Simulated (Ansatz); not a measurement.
`CC(O)(F)F`. The species carries charge 0 and has multiplicity 1.

```xyz
9

C     0.385   -0.956   -0.155
C    -0.252    0.398   -0.086
O     0.108    1.053    1.042
F     0.080    1.141   -1.183
F    -1.613    0.292   -0.148
H     0.073   -1.546    0.706
H     1.468   -0.846   -0.147
H     0.073   -1.452   -1.073
H    -0.323    1.917    1.044
```

Task: What are the harmonic wavenumbers in cm⁻¹ at PBE0-D4/def2-TZVP (Ansatz, finite differences of forces, unscaled)? (An estimate is asked.)

Result: The calculation gave: 215, 308, 373, 386, 548, 565, 581, 840, 939, 989, 1116, 1182, 1283, 1381, 1474, 1475, 1479, 3089, 3180, 3183, 3823.

Task: Is this a minimum?

Result: Yes, all 21 modes are real.

Task: Give the ideal-gas thermochemistry at 298.15 K and 1 bar (rigid rotor, harmonic oscillator; point group Cs, symmetry number 1).

Result: Zero-point energy 169.9 kJ/mol; H(298) − E = 186.1 kJ/mol; entropy 301.0 J/(mol·K), of which translation 163.8, rotation 105.4, vibration 31.7; G(298) − E = 96.3 kJ/mol.

Task: Rotational constants (cm⁻¹)?

Result: 0.1834, 0.1722, 0.1718.
